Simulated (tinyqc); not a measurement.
Inside a calculation. Method: LCCD on RHF in the sto-6g basis, frozen core, for HF, spin multiplicity 1. Computed by tinyqc, a small Python program that keeps every step (integrals from PySCF). Settings: charge = 0, multiplicity = 1, basis = sto-6g, method = RHF, frozen orbitals = 1, energy threshold = 1e-10, iteration cap = 86, orthogonalisation = symmetric, start = Wolfsberg-Helmholz matrix, DIIS depth = 6, amplitude equations = LCCD, DIIS depth for amplitudes = 4, cap on updates = 55. Command: `OMP_NUM_THREADS=1 python tinyqc.py 26095 26096 out.jsonl` (the two numbers bound the seeds that draw the settings). One thread of a shared host (Intel(R) Xeon(R) Processor @ 2.60GHz), about 0.1 s of CPU time with the checks. Later iterations appear only in the table of the cycle.

## One-electron integrals

Geometry (angstrom):
```
atom       x       y       z
F     0.0000  0.0000  0.0000
H     0.0000  0.0000  1.1420
```

Basis sto-6g: exponents (1/bohr^2) and contraction coefficients of normalised primitives:
```
element  l (shell)   exponent  coefficient
F            s (1)  1728.6266       0.0092
F            s (1)   316.9418       0.0494
F            s (1)    88.6689       0.1685
F            s (1)    30.4602       0.3706
F            s (1)    11.8286       0.4165
F            s (1)     4.8717       0.1303
F            s (2)    67.0323      -0.0133
F            s (2)    13.2674      -0.0470
F            s (2)     4.1235      -0.0338
F            s (2)     1.5865       0.2502
F            s (2)     0.6890       0.5951
F            s (2)     0.3158       0.2407
F            p (3)    67.0323       0.0038
F            p (3)    13.2674       0.0377
F            p (3)     4.1235       0.1739
F            p (3)     1.5865       0.4180
F            p (3)     0.6890       0.4259
F            p (3)     0.3158       0.1017
H            s (1)    35.5232       0.0092
H            s (1)     6.5131       0.0494
H            s (1)     1.8221       0.1685
H            s (1)     0.6260       0.3706
H            s (1)     0.2431       0.4165
H            s (1)     0.1001       0.1303
```

Overlap, kinetic and nuclear-attraction integrals over the contracted functions; the nuclear repulsion is the sum of Za Zb / Rab.

nuclear repulsion = 4.170398 hartree

overlap S, lower triangle:
```
         1F 1s   1F 2s  1F 2px  1F 2py  1F 2pz   2H 1s
1F 1s   1.0000
1F 2s   0.2325  1.0000
1F 2px  0.0000  0.0000  1.0000
1F 2py  0.0000  0.0000  0.0000  1.0000
1F 2pz  0.0000  0.0000  0.0000  0.0000  1.0000
2H 1s   0.0301  0.3165  0.0000  0.0000  0.2665  1.0000
```

kinetic energy T (hartree), lower triangle:
```
          1F 1s   1F 2s  1F 2px  1F 2py  1F 2pz   2H 1s
1F 1s   37.3977
1F 2s   -1.1433  1.0823
1F 2px   0.0000  0.0000  3.2513
1F 2py   0.0000  0.0000  0.0000  3.2513
1F 2pz   0.0000  0.0000  0.0000  0.0000  3.2513
2H 1s   -0.0054  0.0384  0.0000  0.0000  0.1261  0.7685
```

nuclear attraction V (hartree), lower triangle:
```
           1F 1s     1F 2s    1F 2px    1F 2py    1F 2pz    2H 1s
1F 1s   -78.2858
1F 2s    -7.9734  -11.9381
1F 2px    0.0000    0.0000  -11.9154
1F 2py    0.0000    0.0000    0.0000  -11.9154
1F 2pz   -0.0103   -0.1202    0.0000    0.0000  -11.9819
2H 1s    -1.1828   -2.7452    0.0000    0.0000   -2.0183  -5.3373
```

core Hamiltonian H = T + V (hartree), lower triangle:
```
           1F 1s     1F 2s   1F 2px   1F 2py   1F 2pz    2H 1s
1F 1s   -40.8881
1F 2s    -9.1168  -10.8558
1F 2px    0.0000    0.0000  -8.6641
1F 2py    0.0000    0.0000   0.0000  -8.6641
1F 2pz   -0.0103   -0.1202   0.0000   0.0000  -8.7306
2H 1s    -1.1882   -2.7068   0.0000   0.0000  -1.8921  -4.5688
```

## Two-electron integrals

Functions are numbered as in S; the eight-fold symmetry (ij|kl) = (ji|kl) = (kl|ij) leaves the list below.

Two-electron integrals (ij|kl) in chemists' order, unique and non-zero (hartree):
```
(11|11) 5.4062   (21|11) 0.7681   (21|21) 0.1389   (22|11) 1.2663
(22|21) 0.2840   (22|22) 0.9264   (31|31) 0.0295   (32|31) 0.0447
(32|32) 0.2048   (33|11) 1.2663   (33|21) 0.2840   (33|22) 0.9264
(33|33) 0.9981   (41|41) 0.0295   (42|41) 0.0447   (42|42) 0.2048
(43|43) 0.0538   (44|11) 1.2663   (44|21) 0.2840   (44|22) 0.9264
(44|33) 0.8905   (44|44) 0.9981   (51|51) 0.0295   (52|51) 0.0447
(52|52) 0.2048   (53|53) 0.0538   (54|54) 0.0538   (55|11) 1.2663
(55|21) 0.2840   (55|22) 0.9264   (55|33) 0.8905   (55|44) 0.8905
(55|55) 0.9981   (61|11) 0.1059   (61|21) 0.0184   (61|22) 0.0368
(61|33) 0.0367   (61|44) 0.0367   (61|51) 0.0008   (61|52) 0.0016
(61|55) 0.0369   (61|61) 0.0025   (62|11) 0.2784   (62|21) 0.0634
(62|22) 0.2321   (62|33) 0.2288   (62|44) 0.2288   (62|51) 0.0046
(62|52) 0.0353   (62|55) 0.2388   (62|61) 0.0084   (62|62) 0.0733
(63|31) 0.0069   (63|32) 0.0400   (63|53) 0.0073   (63|63) 0.0105
(64|41) 0.0069   (64|42) 0.0400   (64|54) 0.0073   (64|64) 0.0105
(65|11) 0.1944   (65|21) 0.0449   (65|22) 0.1756   (65|33) 0.1683
(65|44) 0.1683   (65|51) 0.0097   (65|52) 0.0649   (65|55) 0.1902
(65|61) 0.0062   (65|62) 0.0681   (65|65) 0.0731   (66|11) 0.4551
(66|21) 0.1056   (66|22) 0.4452   (66|33) 0.4310   (66|44) 0.4310
(66|51) 0.0092   (66|52) 0.0990   (66|55) 0.4737   (66|61) 0.0141
(66|62) 0.1861   (66|65) 0.2002   (66|66) 0.7750
```

## Orthogonalisation

S = U s U^T; symmetric (Loewdin) form X = U s^(-1/2) U^T, so that X^T S X = 1.

eigenvalues of S: 0.5566  0.8516  1.0000  1.0000  1.1249  1.4670

X, lower triangle:
```
          1F 1s    1F 2s  1F 2px  1F 2py   1F 2pz   2H 1s
1F 1s    1.0217
1F 2s   -0.1250   1.0662
1F 2px   0.0000   0.0000  1.0000
1F 2py   0.0000   0.0000  0.0000  1.0000
1F 2pz  -0.0038   0.0371  0.0000  0.0000   1.0305
2H 1s    0.0154  -0.1814  0.0000  0.0000  -0.1499  1.0742
```

## Starting guess

The start is the generalised Wolfsberg-Helmholz matrix (K = 1.75) built on H; D = 2 C_occ C_occ^T.

D at the start, lower triangle:
```
          1F 1s    1F 2s  1F 2px  1F 2py  1F 2pz   2H 1s
1F 1s    2.0933
1F 2s   -0.3994   1.7402
1F 2px   0.0000   0.0000  2.0000
1F 2py   0.0000   0.0000  0.0000  2.0000
1F 2pz   0.0624  -0.2423  0.0000  0.0000  1.8473
2H 1s   -0.1327   0.4100  0.0000  0.0000  0.2156  0.1384
```

## Iteration 1: building the Fock matrix

J_ij = sum D_kl (ij|kl), K_ij = sum D_kl (ik|jl); F = H + J - 0.5 K; E = tr D H + tr D J / 2 - 0.25 tr D K + E_nn.

Coulomb J (hartree), lower triangle:
```
          1F 1s    1F 2s  1F 2px  1F 2py  1F 2pz   2H 1s
1F 1s   20.6582
1F 2s    3.7328   9.7706
1F 2px   0.0000   0.0000  9.7682
1F 2py   0.0000   0.0000  0.0000  9.7682
1F 2pz  -0.0090  -0.0234  0.0000  0.0000  9.7753
2H 1s    0.4960   2.3887  0.0000  0.0000  1.7846  4.5378
```

exchange K (hartree), lower triangle:
```
          1F 1s    1F 2s  1F 2px  1F 2py  1F 2pz   2H 1s
1F 1s   11.1048
1F 2s    1.8063   3.0722
1F 2px   0.0000   0.0000  2.6210
1F 2py   0.0000   0.0000  0.0000  2.6210
1F 2pz   0.0052  -0.0987  0.0000  0.0000  2.5840
2H 1s    0.2505   0.8933  0.0000  0.0000  0.5827  0.6135
```

Fock matrix F (hartree), lower triangle:
```
           1F 1s    1F 2s   1F 2px   1F 2py   1F 2pz    2H 1s
1F 1s   -25.7824
1F 2s    -6.2871  -2.6213
1F 2px    0.0000   0.0000  -0.2063
1F 2py    0.0000   0.0000   0.0000  -0.2063
1F 2pz   -0.0218  -0.0943   0.0000   0.0000  -0.2473
2H 1s    -0.8174  -0.7647   0.0000   0.0000  -0.3988  -0.3378
```

total energy of this density = -99.158168 hartree

## Iteration 1: diagonalisation and new density

Diagonalise F' = X^T F X, C = X C', fill 5 alpha and 5 beta electrons from the bottom; D = 2 C_occ C_occ^T. Each column has its largest component positive (the first on a tie).

F' = X^T F X (hartree), lower triangle:
```
          1        2        3        4        5        6
1  -25.3696
2   -3.1806  -1.4612
3    0.0000   0.0000  -0.2063
4    0.0000   0.0000   0.0000  -0.2063
5   -0.0334   0.0075   0.0000   0.0000  -0.1487
6   -0.0827  -0.4225   0.0000   0.0000  -0.3749  -0.0581
```

orbital energies (hartree): MO1 -25.7862, MO2 -1.2061, MO3 -0.3946, MO4 -0.2063, MO5 -0.2063, MO6 0.3493

coefficients C:
```
            MO1      MO2      MO3     MO4      MO5      MO6
1F 1s    0.9969  -0.2335   0.0802  0.0000   0.0000   0.0703
1F 2s    0.0135   0.9281  -0.3951  0.0000   0.0000  -0.4111
1F 2px   0.0000   0.0000   0.0000  0.4920   0.8706   0.0000
1F 2py   0.0000   0.0000   0.0000  0.8706  -0.4920   0.0000
1F 2pz   0.0016   0.1028   0.7353  0.0000   0.0000  -0.7312
2H 1s   -0.0027   0.2084   0.4896  0.0000   0.0000   0.9625
```

D after iteration 1, lower triangle:
```
          1F 1s    1F 2s  1F 2px  1F 2py  1F 2pz   2H 1s
1F 1s    2.1095
1F 2s   -0.4701   2.0352
1F 2px   0.0000   0.0000  2.0000
1F 2py   0.0000   0.0000  0.0000  2.0000
1F 2pz   0.0732  -0.3903  0.0000  0.0000  1.1026
2H 1s   -0.0242  -0.0001  0.0000  0.0000  0.7628  0.5662
```

Within a degenerate level the vectors are fixed only up to a rotation; this is one choice.

## Iteration 7 (converged): orbitals

converged F (hartree), lower triangle:
```
           1F 1s    1F 2s   1F 2px   1F 2py   1F 2pz    2H 1s
1F 1s   -26.2538
1F 2s    -6.3711  -2.8934
1F 2px    0.0000   0.0000  -0.4713
1F 2py    0.0000   0.0000   0.0000  -0.4713
1F 2pz   -0.0169  -0.0400   0.0000   0.0000  -0.2604
2H 1s    -0.8331  -0.7639   0.0000   0.0000  -0.4725  -0.3599
```

As before.

F' = X^T F X (hartree), lower triangle:
```
          1        2        3        4        5        6
1  -25.8449
2   -3.1742  -1.7521
3    0.0000   0.0000  -0.4713
4    0.0000   0.0000   0.0000  -0.4713
5   -0.0341   0.0689   0.0000   0.0000  -0.1366
6   -0.0975  -0.3786   0.0000   0.0000  -0.4609  -0.0668
```

orbital energies (hartree): MO1 -26.2569, MO2 -1.4390, MO3 -0.5233, MO4 -0.4713, MO5 -0.4713, MO6 0.4187

coefficients C:
```
            MO1      MO2      MO3     MO4      MO5      MO6
1F 1s    0.9972  -0.2433   0.0541  0.0000   0.0000   0.0565
1F 2s    0.0121   0.9860  -0.3001  0.0000   0.0000  -0.3525
1F 2px   0.0000   0.0000   0.0000  0.9521  -0.3058   0.0000
1F 2py   0.0000   0.0000   0.0000  0.3058   0.9521   0.0000
1F 2pz   0.0012   0.0381   0.6899  0.0000   0.0000  -0.7801
2H 1s   -0.0022   0.1069   0.5779  0.0000   0.0000   0.9295
```

D after iteration 7, lower triangle:
```
          1F 1s    1F 2s  1F 2px  1F 2py  1F 2pz   2H 1s
1F 1s    2.1130
1F 2s   -0.4881   2.1247
1F 2px   0.0000   0.0000  2.0000
1F 2py   0.0000   0.0000  0.0000  2.0000
1F 2pz   0.0585  -0.3390  0.0000  0.0000  0.9548
2H 1s    0.0061  -0.1362  0.0000  0.0000  0.8056  0.6909
```

Within a degenerate level the vectors are fixed only up to a rotation; this is one choice.

## Convergence

Stop when the energy changes by less than 1e-10 hartree and every element of the error matrix X^T (F D S - S D F) X is below 3e-06.

Course of the cycle:
```
iteration  E (hartree)     change  largest element of the error matrix
1           -99.158168          -                             5.08e-01
2           -99.457616  -2.99e-01                             9.25e-02
3           -99.469777  -1.22e-02                             1.72e-02
4           -99.469962  -1.85e-04                             1.75e-03
5           -99.469964  -2.23e-06                             1.58e-05
6           -99.469964  -1.59e-10                             1.37e-07
7           -99.469964  -2.84e-14                             7.08e-08
```

PySCF RHF in the same basis = -99.469964 hartree

Converged in 7 iterations.

## Populations, bond orders and dipole

Mulliken: Z minus the diagonal of D S on the atom; Loewdin: the same with S^(1/2) D S^(1/2); Mayer order: 2 sum_s sum (D(s) S)_ij (D(s) S)_ji over the two atoms.

Charges (e):
```
atom  Mulliken  Loewdin
1F     -0.1374  -0.1107
2H      0.1374   0.1107
```

Mayer bond orders:
```
pair   order
2-1   0.9811
```

dipole moment about the origin, x y z (debye): 0.0000  0.0000  1.1461

## Integrals over molecular orbitals

(pq|rs) = sum C_ip C_jq C_kr C_ls (ij|kl), one index at a time.

one-electron integrals over orbitals h = C^T H C (hartree), lower triangle:
```
          1        2        3        4        5        6
1  -40.8749
2    0.7280  -9.1975
3   -0.1565   0.5319  -7.0780
4    0.0000   0.0000   0.0000  -8.6641
5    0.0000   0.0000   0.0000   0.0000  -8.6641
6   -0.1716   0.9164   2.1477   0.0000   0.0000  -6.0487
```

Two-electron integrals over orbitals (pq|rs), unique and non-zero (hartree); the lowest 1 orbital is frozen and left out:
```
(22|22) 0.8706    (32|22) -0.0419   (32|32) 0.1432    (33|22) 0.7153
(33|32) -0.0232   (33|33) 0.7034    (42|42) 0.1877    (43|42) -0.0320
(43|43) 0.0386    (44|22) 0.8932    (44|32) -0.0707   (44|33) 0.7029
(44|44) 0.9981    (52|52) 0.1877    (53|52) -0.0320   (53|53) 0.0386
(54|54) 0.0538    (55|22) 0.8932    (55|32) -0.0707   (55|33) 0.7029
(55|44) 0.8905    (55|55) 0.9981    (62|22) -0.1001   (62|32) -0.0691
(62|33) -0.0265   (62|44) -0.0979   (62|55) -0.0979   (62|62) 0.0920
(63|22) -0.2178   (63|32) 0.0862    (63|33) -0.1028   (63|44) -0.2314
(63|55) -0.2314   (63|62) 0.0433    (63|63) 0.2156    (64|42) -0.0325
(64|43) -0.0205   (64|64) 0.0295    (65|52) -0.0325   (65|53) -0.0205
(65|65) 0.0295    (66|22) 0.6516    (66|32) 0.0539    (66|33) 0.6584
(66|44) 0.6319    (66|55) 0.6319    (66|62) -0.0587   (66|63) -0.0202
(66|66) 0.6911
```

## LCCD: starting amplitudes

t_ij^ab = <ij||ab> / (e_i + e_j - e_a - e_b), whose energy is MP2.

Starting amplitudes (spin orbitals 1a, 1b, ...; amplitudes related by a flip of all spins are not repeated):
```
from      to        t
3a 3b  6a 6b  -0.1144
2a 2b  6a 6b  -0.0247
5a 5b  6a 6b  -0.0166
4a 4b  6a 6b  -0.0166
2a 3b  6a 6b  -0.0155
```

correlation energy = -0.029254 hartree

## LCCD: amplitude update 1

t_ij^ab D_ij^ab are set to the remaining terms of the spin-orbital equations, evaluated with the old amplitudes; for the doubles these are <ij||ab> + 1/2 <ab||ef> t_ij^ef + 1/2 <mn||ij> t_mn^ab + P(ij)P(ab) <mb||ej> t_im^ae, D the orbital-energy denominators (linear CCD).

Amplitudes after update 1 (spin orbitals 1a, 1b, ...; amplitudes related by a flip of all spins are not repeated):
```
from      to        t
3a 3b  6a 6b  -0.1624
2a 2b  6a 6b  -0.0253
2a 3b  6a 6b  -0.0246
5a 5b  6a 6b  -0.0188
4a 4b  6a 6b  -0.0188
```

correlation energy = -0.040560 hartree

## LCCD: amplitude update 2

As before.

Amplitudes after update 2 (spin orbitals 1a, 1b, ...; amplitudes related by a flip of all spins are not repeated):
```
from      to        t
3a 3b  6a 6b  -0.1836
2a 3b  6a 6b  -0.0286
2a 2b  6a 6b  -0.0239
5a 5b  6a 6b  -0.0189
4a 4b  6a 6b  -0.0189
```

correlation energy = -0.045376 hartree

## LCCD: convergence

E_corr = 1/4 sum <ij||ab> t_ij^ab; stop when the norm of the change is below 1e-8.

Course of the amplitude iterations:
```
update  correlation energy (hartree)  norm of the change
0                          -0.029254                   -
1                          -0.040560            9.95e-02
2                          -0.045376            4.42e-02
3                          -0.049243            1.99e-02
4                          -0.049241            3.96e-04
5                          -0.049240            4.14e-05
6                          -0.049240            7.14e-06
7                          -0.049240            2.81e-06
8                          -0.049240            1.11e-08
9                          -0.049240            4.41e-09
```

Converged amplitudes (spin orbitals 1a, 1b, ...; amplitudes related by a flip of all spins are not repeated):
```
from      to        t
3a 3b  6a 6b  -0.2012
2a 3b  6a 6b  -0.0317
2a 2b  6a 6b  -0.0220
5a 5b  6a 6b  -0.0186
4a 4b  6a 6b  -0.0186
```

LCCD total energy = -99.519204 hartree

Converged in 9 updates, with DIIS from the third.
